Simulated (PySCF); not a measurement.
butadiene (C4H6), SMILES C=CC=C. Geometry optimised at r2SCAN-D4/def2-SVP. One conformer was computed; it need not be the lowest.

Method: r2SCAN-D4/def2-SVP (PySCF).

Harmonic wavenumbers (cm⁻¹): 181, 294, 515, 536, 781, 903, 910, 913, 984, 993, 1057, 1223, 1295, 1296, 1387, 1446, 1653, 1710, 3131, 3138, 3143, 3145, 3247, 3247. Rotational constants (GHz): 41.89, 4.400, 3.982; symmetry number 2.

Problem. Work out the zero-point energy and the ideal-gas rigid-rotor harmonic-oscillator thermochemistry at 298.15 K and 1 atm.

Solution. ZPE = ½ Σ hcν = ½ × 37127 cm⁻¹ = 53.08 kcal/mol. H − E(el) = 56.60 kcal/mol. Entropy in cal/(mol K): translation 37.89, rotation 22.22, vibration 6.00, total 66.11. G − E(el) = 36.89 kcal/mol. Cp = 17.91 cal/(mol K).
